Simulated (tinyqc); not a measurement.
Inside a calculation (part 1 of 2). Method: RHF in the sto-3g basis, for H2F+, spin multiplicity 1. Computed by tinyqc, a small Python program that keeps every step (integrals from PySCF). Settings: charge = 1, multiplicity = 1, basis = sto-3g, energy threshold = 1e-10, iteration cap = 82, orthogonalisation = symmetric, start = random, DIIS depth = 0, shift = 0.2, method = RHF. Command: `OMP_NUM_THREADS=1 python tinyqc.py 24719 24720 out.jsonl` (the two numbers bound the seeds that draw the settings). One thread of a shared host (Intel(R) Xeon(R) Processor @ 2.60GHz), about 0.06 s of CPU time with the checks. Later iterations appear only in the table of the cycle.

## One-electron integrals

Geometry (angstrom):

| atom | x | y | z |
|---|---|---|---|
| F | 0.000000 | 0.000000 | 0.000000 |
| H | 0.000000 | 0.885000 | 0.622000 |
| H | 0.000000 | -0.885000 | 0.622000 |

Basis sto-3g: exponents (1/bohr^2) and contraction coefficients of normalised primitives:

| element | l (shell) | exponent | coefficient |
|---|---|---|---|
| F | s (1) | 166.679130 | 0.154329 |
| F | s (1) | 30.360812 | 0.535328 |
| F | s (1) | 8.216821 | 0.444635 |
| F | s (2) | 6.464803 | -0.099967 |
| F | s (2) | 1.502281 | 0.399513 |
| F | s (2) | 0.488588 | 0.700115 |
| F | p (3) | 6.464803 | 0.155916 |
| F | p (3) | 1.502281 | 0.607684 |
| F | p (3) | 0.488588 | 0.391957 |
| H | s (1) | 3.425251 | 0.154329 |
| H | s (1) | 0.623914 | 0.535328 |
| H | s (1) | 0.168855 | 0.444635 |

Overlap, kinetic and nuclear-attraction integrals over the contracted functions; the nuclear repulsion is the sum of Za Zb / Rab.

nuclear repulsion = 9.10460109 hartree

overlap S:
```
           1F 1s     1F 2s    1F 2px     1F 2py    1F 2pz     2H 1s      3H 1s
1F 1s   1.000000  0.237990  0.000000   0.000000  0.000000  0.033347   0.033347
1F 2s   0.237990  1.000000  0.000000   0.000000  0.000000  0.346347   0.346347
1F 2px  0.000000  0.000000  1.000000   0.000000  0.000000  0.000000   0.000000
1F 2py  0.000000  0.000000  0.000000   1.000000  0.000000  0.236822  -0.236822
1F 2pz  0.000000  0.000000  0.000000   0.000000  1.000000  0.166444   0.166444
2H 1s   0.033347  0.346347  0.000000   0.236822  0.166444  1.000000   0.171893
3H 1s   0.033347  0.346347  0.000000  -0.236822  0.166444  0.171893   1.000000
```

kinetic energy T (hartree):
```
            1F 1s      1F 2s    1F 2px     1F 2py    1F 2pz      2H 1s      3H 1s
1F 1s   36.984577  -0.212858  0.000000   0.000000  0.000000  -0.007125  -0.007125
1F 2s   -0.212858   1.037995  0.000000   0.000000  0.000000   0.057074   0.057074
1F 2px   0.000000   0.000000  3.248015   0.000000  0.000000   0.000000   0.000000
1F 2py   0.000000   0.000000  0.000000   3.248015  0.000000   0.132447  -0.132447
1F 2pz   0.000000   0.000000  0.000000   0.000000  3.248015   0.093087   0.093087
2H 1s   -0.007125   0.057074  0.000000   0.132447  0.093087   0.760032  -0.005250
3H 1s   -0.007125   0.057074  0.000000  -0.132447  0.093087  -0.005250   0.760032
```

nuclear attraction V (hartree):
```
             1F 1s       1F 2s      1F 2px      1F 2py      1F 2pz      2H 1s      3H 1s
1F 1s   -77.987983   -9.409659    0.000000    0.000000   -0.012444  -1.352222  -1.352222
1F 2s    -9.409659  -12.517533    0.000000    0.000000   -0.153339  -3.227355  -3.227355
1F 2px    0.000000    0.000000  -12.373196    0.000000    0.000000   0.000000   0.000000
1F 2py    0.000000    0.000000    0.000000  -12.476300    0.000000  -1.902650   1.902650
1F 2pz   -0.012444   -0.153339    0.000000    0.000000  -12.424125  -1.376833  -1.376833
2H 1s    -1.352222   -3.227355    0.000000   -1.902650   -1.376833  -5.829942  -1.135050
3H 1s    -1.352222   -3.227355    0.000000    1.902650   -1.376833  -1.135050  -5.829942
```

core Hamiltonian H = T + V (hartree):
```
             1F 1s       1F 2s     1F 2px     1F 2py     1F 2pz      2H 1s      3H 1s
1F 1s   -41.003406   -9.622516   0.000000   0.000000  -0.012444  -1.359347  -1.359347
1F 2s    -9.622516  -11.479538   0.000000   0.000000  -0.153339  -3.170282  -3.170282
1F 2px    0.000000    0.000000  -9.125181   0.000000   0.000000   0.000000   0.000000
1F 2py    0.000000    0.000000   0.000000  -9.228285   0.000000  -1.770203   1.770203
1F 2pz   -0.012444   -0.153339   0.000000   0.000000  -9.176110  -1.283746  -1.283746
2H 1s    -1.359347   -3.170282   0.000000  -1.770203  -1.283746  -5.069911  -1.140299
3H 1s    -1.359347   -3.170282   0.000000   1.770203  -1.283746  -1.140299  -5.069911
```

## Two-electron integrals

Functions are numbered as in S; the eight-fold symmetry (ij|kl) = (ji|kl) = (kl|ij) leaves the list below.

Two-electron integrals (ij|kl) in chemists' order, unique and non-zero (hartree):
```
(11|11) 5.403501    (21|11) 0.841920    (21|21) 0.156299    (22|11) 1.268028
(22|21) 0.292344    (22|22) 0.926167    (31|31) 0.027998    (32|31) 0.043169
(32|32) 0.204588    (33|11) 1.264502    (33|21) 0.292403    (33|22) 0.925959
(33|33) 0.997514    (41|41) 0.027998    (42|41) 0.043169    (42|42) 0.204588
(43|43) 0.053770    (44|11) 1.264502    (44|21) 0.292403    (44|22) 0.925959
(44|33) 0.889973    (44|44) 0.997514    (51|51) 0.027998    (52|51) 0.043169
(52|52) 0.204588    (53|53) 0.053770    (54|54) 0.053770    (55|11) 1.264502
(55|21) 0.292403    (55|22) 0.925959    (55|33) 0.889973    (55|44) 0.889973
(55|55) 0.997514    (61|11) 0.119546    (61|21) 0.022014    (61|22) 0.040940
(61|33) 0.040876    (61|41) 0.000737    (61|42) 0.001386    (61|44) 0.041008
(61|51) 0.000518    (61|52) 0.000974    (61|54) 0.000093    (61|55) 0.040941
(61|61) 0.003132    (62|11) 0.311517    (62|21) 0.072823    (62|22) 0.258427
(62|33) 0.254594    (62|41) 0.004066    (62|42) 0.032098    (62|44) 0.262121
(62|51) 0.002858    (62|52) 0.022559    (62|54) 0.005290    (62|55) 0.258312
(62|61) 0.010414    (62|62) 0.089756    (63|31) 0.007517    (63|32) 0.044944
(63|43) 0.006709    (63|53) 0.004715    (63|63) 0.013125    (64|11) 0.176472
(64|21) 0.041773    (64|22) 0.158671    (64|33) 0.151947    (64|41) 0.009553
(64|42) 0.063567    (64|44) 0.169763    (64|51) 0.001431    (64|52) 0.013089
(64|54) 0.007807    (64|55) 0.154120    (64|61) 0.006217    (64|62) 0.067624
(64|64) 0.063700    (65|11) 0.124029    (65|21) 0.029359    (65|22) 0.111518
(65|33) 0.106792    (65|41) 0.001431    (65|42) 0.013089    (65|44) 0.109884
(65|51) 0.008523    (65|52) 0.054143    (65|54) 0.008882    (65|55) 0.117749
(65|61) 0.004369    (65|62) 0.047528    (65|64) 0.035545    (65|65) 0.038107
(66|11) 0.477983    (66|21) 0.113561    (66|22) 0.465403    (66|33) 0.449871
(66|41) 0.007719    (66|42) 0.086453    (66|44) 0.480721    (66|51) 0.005425
(66|52) 0.060761    (66|54) 0.021682    (66|55) 0.465110    (66|61) 0.016332
(66|62) 0.210233    (66|64) 0.184219    (66|65) 0.129474    (66|66) 0.774606
(71|11) 0.119546    (71|21) 0.022014    (71|22) 0.040940    (71|33) 0.040876
(71|41) -0.000737   (71|42) -0.001386   (71|44) 0.041008    (71|51) 0.000518
(71|52) 0.000974    (71|54) -0.000093   (71|55) 0.040941    (71|61) 0.003091
(71|62) 0.010129    (71|64) 0.005569    (71|65) 0.004253    (71|66) 0.015770
(71|71) 0.003132    (72|11) 0.311517    (72|21) 0.072823    (72|22) 0.258427
(72|33) 0.254594    (72|41) -0.004066   (72|42) -0.032098   (72|44) 0.262121
(72|51) 0.002858    (72|52) 0.022559    (72|54) -0.005290   (72|55) 0.258312
(72|61) 0.010129    (72|62) 0.072985    (72|64) 0.037920    (72|65) 0.037479
(72|66) 0.138961    (72|71) 0.010414    (72|72) 0.089756    (73|31) 0.007517
(73|32) 0.044944    (73|43) -0.006709   (73|53) 0.004715    (73|63) 0.010309
(73|73) 0.013125    (74|11) -0.176472   (74|21) -0.041773   (74|22) -0.158671
(74|33) -0.151947   (74|41) 0.009553    (74|42) 0.063567    (74|44) -0.169763
(74|51) -0.001431   (74|52) -0.013089   (74|54) 0.007807    (74|55) -0.154120
(74|61) -0.005569   (74|62) -0.037920   (74|64) -0.009751   (74|65) -0.019099
(74|66) -0.065804   (74|71) -0.006217   (74|72) -0.067624   (74|74) 0.063700
(75|11) 0.124029    (75|21) 0.029359    (75|22) 0.111518    (75|33) 0.106792
(75|41) -0.001431   (75|42) -0.013089   (75|44) 0.109884    (75|51) 0.008523
(75|52) 0.054143    (75|54) -0.008882   (75|55) 0.117749    (75|61) 0.004253
(75|62) 0.037479    (75|64) 0.019099    (75|65) 0.029331    (75|66) 0.078693
(75|71) 0.004369    (75|72) 0.047528    (75|74) -0.035545   (75|75) 0.038107
(76|11) 0.103243    (76|21) 0.024390    (76|22) 0.095110    (76|33) 0.093265
(76|44) 0.095036    (76|51) 0.001487    (76|52) 0.014464    (76|55) 0.096928
(76|61) 0.003454    (76|62) 0.033405    (76|64) 0.022059    (76|65) 0.020220
(76|66) 0.085555    (76|71) 0.003454    (76|72) 0.033405    (76|74) -0.022059
(76|75) 0.020220    (76|76) 0.015864    (77|11) 0.477983    (77|21) 0.113561
(77|22) 0.465403    (77|33) 0.449871    (77|41) -0.007719   (77|42) -0.086453
(77|44) 0.480721    (77|51) 0.005425    (77|52) 0.060761    (77|54) -0.021682
(77|55) 0.465110    (77|61) 0.015770    (77|62) 0.138961    (77|64) 0.065804
(77|65) 0.078693    (77|66) 0.296640    (77|71) 0.016332    (77|72) 0.210233
(77|74) -0.184219   (77|75) 0.129474    (77|76) 0.085555    (77|77) 0.774606
```

## Orthogonalisation

S = U s U^T; symmetric (Loewdin) form X = U s^(-1/2) U^T, so that X^T S X = 1.

eigenvalues of S: 0.497173  0.568285  0.900096  1.000000  1.091443  1.259822  1.683181

X:
```
            1F 1s      1F 2s    1F 2px     1F 2py     1F 2pz      2H 1s      3H 1s
1F 1s    1.023533  -0.134382  0.000000   0.000000  -0.005129   0.016545   0.016545
1F 2s   -0.134382   1.124395  0.000000   0.000000   0.047977  -0.188081  -0.188081
1F 2px   0.000000   0.000000  1.000000   0.000000   0.000000   0.000000   0.000000
1F 2py   0.000000   0.000000  0.000000   1.054594   0.000000  -0.149173   0.149173
1F 2pz  -0.005129   0.047977  0.000000   0.000000   1.022518  -0.088624  -0.088624
2H 1s    0.016545  -0.188081  0.000000  -0.149173  -0.088624   1.096334  -0.066535
3H 1s    0.016545  -0.188081  0.000000   0.149173  -0.088624  -0.066535   1.096334
```

## Starting guess

The start is random orthonormal orbitals; D = 2 C_occ C_occ^T.

D at the start:
```
            1F 1s      1F 2s     1F 2px     1F 2py     1F 2pz      2H 1s      3H 1s
1F 1s    1.494712   0.207095  -0.131187  -0.076906   0.285694  -0.845802   0.002158
1F 2s    0.207095   1.030012  -0.591581   0.152553  -0.501696   0.208185   0.084894
1F 2px  -0.131187  -0.591581   1.138351   0.046496  -0.340587  -0.392027   0.817201
1F 2py  -0.076906   0.152553   0.046496   2.299423   0.069668  -0.763510   0.584621
1F 2pz   0.285694  -0.501696  -0.340587   0.069668   1.762122   0.016048   0.088613
2H 1s   -0.845802   0.208185  -0.392027  -0.763510   0.016048   1.038712  -0.231672
3H 1s    0.002158   0.084894   0.817201   0.584621   0.088613  -0.231672   1.674687
```

## Iteration 1: building the Fock matrix

J_ij = sum D_kl (ij|kl), K_ij = sum D_kl (ik|jl); F = H + J - 0.5 K; E = tr D H + tr D J / 2 - 0.25 tr D K + E_nn.

Coulomb J (hartree):
```
            1F 1s      1F 2s     1F 2px     1F 2py     1F 2pz      2H 1s      3H 1s
1F 1s   17.086915   3.340641  -0.052029   0.000082  -0.014559   0.470017   0.469977
1F 2s    3.340641   8.681958  -0.215169  -0.018279  -0.034827   2.426962   2.460914
1F 2px  -0.052029  -0.215169   8.585505  -0.011225  -0.032617  -0.051177  -0.045615
1F 2py   0.000082  -0.018279  -0.011225   8.750054  -0.009232   1.497397  -1.550143
1F 2pz  -0.014559  -0.034827  -0.032617  -0.009232   8.690742   1.055186   1.082335
2H 1s    0.470017   2.426962  -0.051177   1.497397   1.055186   4.653426   0.927521
3H 1s    0.469977   2.460914  -0.045615  -1.550143   1.082335   0.927521   4.934092
```

exchange K (hartree):
```
            1F 1s      1F 2s     1F 2px     1F 2py     1F 2pz      2H 1s      3H 1s
1F 1s    8.548349   1.847565  -0.347502  -0.206263   0.117729   0.014908   0.346525
1F 2s    1.847565   2.529014  -0.585477   0.028708  -0.339684   0.754704   0.878517
1F 2px  -0.347502  -0.585477   1.651762  -0.147970  -0.274016  -0.311016   0.108853
1F 2py  -0.206263   0.028708  -0.147970   2.462532   0.011062   0.309163  -0.443414
1F 2pz   0.117729  -0.339684  -0.274016   0.011062   2.320913   0.277878   0.356774
2H 1s    0.014908   0.754704  -0.311016   0.309163   0.277878   0.918781   0.353184
3H 1s    0.346525   0.878517   0.108853  -0.443414   0.356774   0.353184   1.419959
```

Fock matrix F (hartree):
```
             1F 1s      1F 2s     1F 2px     1F 2py     1F 2pz      2H 1s      3H 1s
1F 1s   -28.190666  -7.205658   0.121722   0.103214  -0.085868  -0.896784  -1.062632
1F 2s    -7.205658  -4.062086   0.077570  -0.032633  -0.018324  -1.120671  -1.148626
1F 2px    0.121722   0.077570  -1.365557   0.062760   0.104391   0.104331  -0.100042
1F 2py    0.103214  -0.032633   0.062760  -1.709497  -0.014763  -0.427388   0.441767
1F 2pz   -0.085868  -0.018324   0.104391  -0.014763  -1.645825  -0.367499  -0.379798
2H 1s    -0.896784  -1.120671   0.104331  -0.427388  -0.367499  -0.875876  -0.389371
3H 1s    -1.062632  -1.148626  -0.100042   0.441767  -0.379798  -0.389371  -0.845798
```

total energy of this density = -86.59815153 hartree

## Iteration 1: diagonalisation and new density

A level shift of 0.2 hartree raises the virtual space: F + shift (S - S D(s) S), with D(s) the density of one spin (D/2). Diagonalise F' = X^T F X, C = X C', fill 5 alpha and 5 beta electrons from the bottom; D = 2 C_occ C_occ^T. Each column has its largest component positive (the first on a tie).

F' = X^T F X (hartree):
```
            1          2          3          4          5          6          7
1  -27.633045  -3.682864   0.133611   0.107979  -0.138915   0.092950  -0.142129
2   -3.682864  -2.602510   0.125731  -0.068444   0.128167  -0.452542  -0.492121
3    0.133611   0.125731  -1.279392   0.046388   0.138899   0.134037  -0.191626
4    0.107979  -0.068444   0.046388  -1.642959  -0.025346  -0.156184   0.217189
5   -0.138915   0.128167   0.138899  -0.025346  -1.573353  -0.197801  -0.231605
6    0.092950  -0.452542   0.134037  -0.156184  -0.197801  -0.433288  -0.121040
7   -0.142129  -0.492121  -0.191626   0.217189  -0.231605  -0.121040  -0.439829
```

orbital energies (hartree): MO1 -28.167046, MO2 -2.331337, MO3 -1.729802, MO4 -1.666246, MO5 -1.276474, MO6 -0.255882, MO7 -0.177588

coefficients C:
```
              MO1        MO2        MO3        MO4        MO5        MO6        MO7
1F 1s    0.993904  -0.253435   0.029463  -0.006615   0.001639   0.083259   0.079563
1F 2s    0.026413   0.964171  -0.113695  -0.023744  -0.013816  -0.444072  -0.462783
1F 2px  -0.005544  -0.085842  -0.308187  -0.108707   0.914749   0.083353  -0.205162
1F 2py  -0.002642   0.105947   0.746866  -0.601109   0.278998  -0.246502   0.296140
1F 2pz   0.005845  -0.025382   0.553255   0.746585   0.229633  -0.247014  -0.292701
2H 1s   -0.011829   0.073089   0.038999   0.095283  -0.080152   1.117043  -0.042871
3H 1s   -0.002997   0.068837  -0.035125   0.099795   0.256518  -0.063191   1.089218
```

D after iteration 1:
```
            1F 1s      1F 2s     1F 2px     1F 2py     1F 2pz      2H 1s      3H 1s
1F 1s    2.105979  -0.442636   0.018767  -0.006076   0.047962  -0.059786  -0.043399
1F 2s   -0.442636   1.888010  -0.115862   0.055168  -0.216239   0.129138   0.128744
1F 2px   0.018767  -0.115862   1.901922   0.162607  -0.078924  -0.203809   0.457466
1F 2py  -0.006076   0.055168   0.162607   2.016424   0.051582  -0.085472  -0.014705
1F 2pz   0.047962  -0.216239  -0.078924   0.051582   1.833779   0.144767   0.224426
2H 1s   -0.059786   0.129138  -0.203809  -0.085472   0.144767   0.045012  -0.014709
3H 1s   -0.043399   0.128744   0.457466  -0.014705   0.224426  -0.014709   0.163483
```

## Iteration 2: building the Fock matrix

As before.

Coulomb J (hartree):
```
            1F 1s      1F 2s     1F 2px     1F 2py     1F 2pz      2H 1s      3H 1s
1F 1s   20.601182   3.940328  -0.005139   0.001346  -0.007439   0.555001   0.554910
1F 2s    3.940328   9.765443  -0.022987  -0.003035  -0.022536   2.651687   2.659603
1F 2px  -0.005139  -0.022987   9.747424   0.008614  -0.006095  -0.004613  -0.005252
1F 2py   0.001346  -0.003035   0.008614   9.769733   0.000001   1.603011  -1.615060
1F 2pz  -0.007439  -0.022536  -0.006095   0.000001   9.752852   1.123928   1.129947
2H 1s    0.555001   2.651687  -0.004613   1.603011   1.123928   4.659422   0.961747
3H 1s    0.554910   2.659603  -0.005252  -1.615060   1.129947   0.961747   4.724461
```

exchange K (hartree):
```
            1F 1s      1F 2s     1F 2px     1F 2py     1F 2pz      2H 1s      3H 1s
1F 1s   11.077995   1.940692  -0.002349   0.001849   0.003337   0.280939   0.287648
1F 2s    1.940692   3.142725  -0.048709   0.017553  -0.074260   0.891356   0.914115
1F 2px  -0.002349  -0.048709   2.537823   0.048544  -0.046199  -0.063780   0.122300
1F 2py   0.001849   0.017553   0.048544   2.645410   0.019658   0.426897  -0.473279
1F 2pz   0.003337  -0.074260  -0.046199   0.019658   2.565856   0.350372   0.382208
2H 1s    0.280939   0.891356  -0.063780   0.426897   0.350372   0.491055   0.268591
3H 1s    0.287648   0.914115   0.122300  -0.473279   0.382208   0.268591   0.617856
```

Fock matrix F (hartree):
```
             1F 1s      1F 2s     1F 2px     1F 2py     1F 2pz      2H 1s      3H 1s
1F 1s   -25.941222  -6.652534  -0.003965   0.000421  -0.021552  -0.944815  -0.948261
1F 2s    -6.652534  -3.285457   0.001368  -0.011811  -0.138745  -0.964273  -0.967736
1F 2px   -0.003965   0.001368  -0.646669  -0.015658   0.017004   0.027277  -0.066402
1F 2py    0.000421  -0.011811  -0.015658  -0.781256  -0.009829  -0.380640   0.391782
1F 2pz   -0.021552  -0.138745   0.017004  -0.009829  -0.706186  -0.335004  -0.344903
2H 1s    -0.944815  -0.964273   0.027277  -0.380640  -0.335004  -0.656016  -0.312848
3H 1s    -0.948261  -0.967736  -0.066402   0.391782  -0.344903  -0.312848  -0.654377
```

total energy of this density = -98.39873192 hartree

## Iteration 2: diagonalisation and new density

As before.

F' = X^T F X (hartree):
```
            1          2          3          4          5          6          7
1  -25.461332  -3.425380  -0.005593   0.002142  -0.037529  -0.091229  -0.095540
2   -3.425380  -1.939519   0.016675  -0.020513  -0.001494  -0.450369  -0.461011
3   -0.005593   0.016675  -0.636861  -0.038140   0.026508   0.051628  -0.116883
4    0.002142  -0.020513  -0.038140  -0.634934  -0.016816  -0.317347   0.346035
5   -0.037529  -0.001494   0.026508  -0.016816  -0.621605  -0.256205  -0.278651
6   -0.091229  -0.450369   0.051628  -0.317347  -0.256205  -0.140461  -0.098205
7   -0.095540  -0.461011  -0.116883   0.346035  -0.278651  -0.098205  -0.144023
```

orbital energies (hartree): MO1 -25.951983, MO2 -1.731084, MO3 -0.897044, MO4 -0.757355, MO5 -0.654701, MO6 0.168120, MO7 0.245311

coefficients C:
```
              MO1        MO2        MO3        MO4        MO5        MO6        MO7
1F 1s    0.994390  -0.245545  -0.002774   0.076799   0.008783   0.096259   0.043585
1F 2s    0.023787   0.919247   0.018349  -0.360066  -0.048490  -0.560389  -0.251834
1F 2px   0.000140   0.000305  -0.103066  -0.031483   0.982645   0.000182  -0.150982
1F 2py   0.000057   0.011505   0.808531   0.023895   0.182391  -0.268835   0.629849
1F 2pz   0.002265   0.131628  -0.007863   0.870998  -0.008173  -0.484450  -0.229763
2H 1s   -0.004200   0.111815   0.248731   0.203699  -0.032610   0.988017  -0.423093
3H 1s   -0.003932   0.119176  -0.299354   0.206744   0.128975   0.326114   1.001285
```

D after iteration 2:
```
            1F 1s      1F 2s     1F 2px     1F 2py     1F 2pz      2H 1s      3H 1s
1F 1s    2.110173  -0.460385   0.013126  -0.003148   0.073547  -0.033930  -0.030664
1F 2s   -0.460385   1.955834  -0.075841   0.015931  -0.384626   0.070972   0.046541
1F 2px   0.013126  -0.075841   1.954409   0.190290  -0.069204  -0.128119   0.302234
1F 2py  -0.003148   0.015931   0.190290   1.375385   0.028958   0.402626  -0.424403
1F 2pz   0.073547  -0.384626  -0.069204   0.028958   1.552193   0.380881   0.394102
2H 1s   -0.033930   0.070972  -0.128119   0.402626   0.380881   0.233889  -0.046418
3H 1s   -0.030664   0.046541   0.302234  -0.424403   0.394102  -0.046418   0.326417
```
